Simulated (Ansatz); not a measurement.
## HNB, doublet in 6-31G: errors against full CI

Geometry: a point of a bend scan, not a stationary point.

```yaml
atoms:
  - { symbol: B, position_ang: [0.1422, 0.0000, 0.7391] }
  - { symbol: N, position_ang: [-0.1164, 0.0000, -0.4670] }
  - { symbol: H, position_ang: [0.0917, 0.0000, -1.4376] }
```

Basis 6-31G; Ansatz 0.2.0. Only valence electrons are correlated (noble-gas cores frozen), which leaves 9 electrons in 18 orbitals. Prefix R: restricted or restricted open-shell reference; prefix U: unrestricted. Active spaces: valence = (9e, 9o) chosen from the atoms' valence shells; pair = (3e, 3o) about the gap.

Full CI is exact within this basis and frozen core; it isn't the basis-set limit. The frozen core follows each run's orbitals, which can shift R against U totals by a few meV.

Unrestricted rows (U) aren't spin-pure: their determinants' ⟨S²⟩ exceeds S(S+1) by up to 0.12, so they mix in states of higher spin. For open shells CISD is restricted-active-space CI with the open shells as a complete middle space.

The UHF ⟨S²⟩ is 0.875 and the T1 diagnostic (RCCSD) is 0.0338. The largest doubles amplitude (RCCSD) is 0.087 and the T1 diagnostic (UCCSD) is 0.0348.

```tsv
level	E − E(full CI) (meV)	share of correlation (%)	wall time
RHF	4787	0.00	–
UHF	4617	3.54	–
RMP2	512	89.30	–
UMP2	563	88.24	–
CISD	475	90.07	0.48 s
RCCSD	196	95.90	–
UCCSD	197	95.88	–
RCCSD(T)	29	99.39	0.78 s
UCCSD(T)	41	99.15	0.78 s
BCCD(T)	34	99.28	0.99 s
RCCSDT	9	99.81	–
UCCSDT	10	99.78	–
RCCSDT(Q)	-1	100.01	3.6 s
UCCSDT(Q)	-5	100.10	3.4 s
RCCSDTQ	1	99.98	39 s
CASSCF (pair space)	4150	13.31	–
NEVPT2 (pair space)	411	91.41	0.48 s
MRCISD (pair space)	373	92.21	–
MRCISD+Q (pair space)	84	98.24	0.69 s
CASSCF (valence space)	1126	76.47	–
NEVPT2 (valence space)	348	92.72	2.8 s
MRCISD (valence space)	58	98.79	–
MRCISD+Q (valence space)	36	99.25	4.4 s
```

The correlation energy at full CI, counted from RHF, is -4.787 eV. That run took 1.9 min on 1 thread of Arm Neoverse V1, shared host over 13,106,016 determinants.

Times hold each run's SCF and search for its determinant on a shared host, so for small cases they say little of a method's own cost; they ran on 1 thread of Arm Neoverse V1.

The full-CI state has the irrep A' of Cs, in the program's axes.

Natural occupations of full CI about the gap: 1.981 1.969 1.925 1.924 0.997 0.067 0.067 0.023 0.017 0.008; effectively unpaired electrons, Σ n²(2−n)², 1.08.
